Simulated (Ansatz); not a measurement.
System: hcp Tc. Method: PBEsol (PAW; Ansatz, an electronic-structure program).

Numerical settings: plane-wave cutoff 520 eV, 16×16×10 k mesh (along the axes of the cell as run), Fermi–Dirac smearing 0.1 eV, perturbation theory, force constants from a 4×4×2 q mesh, no spin polarisation, scalar-relativistic PAW data made under PBE.

Q: Predict the zero-point energy.

A: 
* **zero-point energy**: 0.031 eV/atom

It cost about 18 core-minutes (a rough figure) of CPU time.
